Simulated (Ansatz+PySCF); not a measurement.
A calculation with Ansatz (development build ahead of 0.2.0).

```yaml
crystal:
  periodic: [false, false, false]
  atoms:
    - { symbol: Li, position_ang: [0.0, 0.0, 0.0] }
    - { symbol: O, position_ang: [1.24466, 1.65955, 3.59304] }
basis:
  gaussian: { orbitals: STO-3G }
total_charge: -1
hamiltonian:
  xc: hf
correlation:
  method: fci
  frozen_orbitals: { Li: 0, O: 1 }
```

The input is written out in the form of the current development build from the run's settings.

Results

```yaml
Converged: yes
Total_energy: -80.99284 hartree
State: lowest singlet root, of any spatial symmetry
```

Caution: no diffuse functions for an anion.
